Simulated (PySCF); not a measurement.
Compound: TT, C6H4S2.
InChI=1S/C6H4S2/c1-3-7-6-2-4-8-5(1)6/h1-4H

Computed with TDDFT wB97X-D/def2-SVPD, vertical, gas phase, core orbitals frozen in the response (PySCF 2.14.0, density-fitted response routines). Geometry: GFN2-xTB; no solvent, vibrations or thermal averaging.

Each state is given a Gaussian of 0.3 eV full width at half maximum, with ε(max) = 2.175×10⁸ f / Δν̃ (Δν̃ the width in cm⁻¹). The cross-section is σ = 3.8235×10⁻²¹ ε cm², given in Mb (10⁻¹⁸ cm²). The width is an assumption, not a result. The curve ends short of the highest state used, and states not computed would add to its high-energy end.

```json
{"E (eV)": "4.58", "σ (Mb)": "0.18"}
{"E (eV)": "4.61", "σ (Mb)": "0.40"}
{"E (eV)": "4.64", "σ (Mb)": "0.84"}
{"E (eV)": "4.67", "σ (Mb)": "1.68"}
{"E (eV)": "4.70", "σ (Mb)": "3.18"}
{"E (eV)": "4.73", "σ (Mb)": "5.70"}
{"E (eV)": "4.76", "σ (Mb)": "9.65"}
{"E (eV)": "4.79", "σ (Mb)": "15.46"}
{"E (eV)": "4.82", "σ (Mb)": "23.46"}
{"E (eV)": "4.85", "σ (Mb)": "33.69"}
{"E (eV)": "4.88", "σ (Mb)": "45.83"}
{"E (eV)": "4.91", "σ (Mb)": "59.05"}
{"E (eV)": "4.94", "σ (Mb)": "72.16"}
{"E (eV)": "4.97", "σ (Mb)": "83.72"}
{"E (eV)": "5.00", "σ (Mb)": "92.38"}
{"E (eV)": "5.03", "σ (Mb)": "97.19"}
{"E (eV)": "5.06", "σ (Mb)": "97.86"}
{"E (eV)": "5.09", "σ (Mb)": "94.75"}
{"E (eV)": "5.12", "σ (Mb)": "88.78"}
{"E (eV)": "5.15", "σ (Mb)": "81.07"}
{"E (eV)": "5.18", "σ (Mb)": "72.67"}
{"E (eV)": "5.21", "σ (Mb)": "64.31"}
{"E (eV)": "5.24", "σ (Mb)": "56.33"}
{"E (eV)": "5.27", "σ (Mb)": "48.78"}
{"E (eV)": "5.29", "σ (Mb)": "43.94"}
{"E (eV)": "5.32", "σ (Mb)": "36.89"}
{"E (eV)": "5.35", "σ (Mb)": "30.12"}
{"E (eV)": "5.38", "σ (Mb)": "23.75"}
{"E (eV)": "5.41", "σ (Mb)": "17.97"}
{"E (eV)": "5.44", "σ (Mb)": "13.00"}
{"E (eV)": "5.47", "σ (Mb)": "8.96"}
{"E (eV)": "5.50", "σ (Mb)": "5.87"}
{"E (eV)": "5.53", "σ (Mb)": "3.65"}
{"E (eV)": "5.56", "σ (Mb)": "2.15"}
{"E (eV)": "5.59", "σ (Mb)": "1.20"}
{"E (eV)": "5.62", "σ (Mb)": "0.64"}
{"E (eV)": "5.65", "σ (Mb)": "0.32"}
{"E (eV)": "5.68", "σ (Mb)": "0.16"}
{"E (eV)": "5.71", "σ (Mb)": "0.08"}
{"E (eV)": "5.74", "σ (Mb)": "0.05"}
{"E (eV)": "5.77", "σ (Mb)": "0.05"}
{"E (eV)": "5.80", "σ (Mb)": "0.06"}
{"E (eV)": "5.83", "σ (Mb)": "0.07"}
{"E (eV)": "5.86", "σ (Mb)": "0.08"}
```

Question: Where are the band maxima, and which computed states make them?

Answer: 246 nm (5.05 eV), ε about 26000, made up of S1 (91%) (ε in L mol⁻¹ cm⁻¹; maxima over ε = 5, shares over 10%). At its high-energy end, 5.86 eV, the curve is still rising (ε about 21, from S5). The states used: S1 5.03 eV (f 0.264); S2 5.26 eV (f 0.098); S3 5.73 eV (f 0.0000); S4 5.92 eV (f 0.0000); S5 5.95 eV (f 0.0003); S6 6.23 eV (f 0.0000); S7 6.24 eV (f 0.0000); S8 6.46 eV (f 0.0026).

Question: On this curve, what absorbance would a 10⁻⁴ mol/L sample give at 248 nm over a 1 cm path?

Answer: 248 nm is 4.999 eV, where ε is about 24000 L mol⁻¹ cm⁻¹, so A = ε c l ≈ 2.4 (Beer–Lambert, with the gas-phase spectrum and the assumed width).

Question: Coming from long wavelengths, where does ε first pass 100 L mol⁻¹ cm⁻¹?

Answer: At about 269 nm (4.61 eV), 0.42 eV below S1.

Question: What would ε be at 5.05 eV, the highest of these maxima, with half the width (0.15 eV)?

Answer: About 45200 L mol⁻¹ cm⁻¹ against 25700, a factor of about 1.8; a lone state at its own centre would give exactly 2.

Hardware: x86-64 server, one thread (shared host). Cost: 34 s wall.
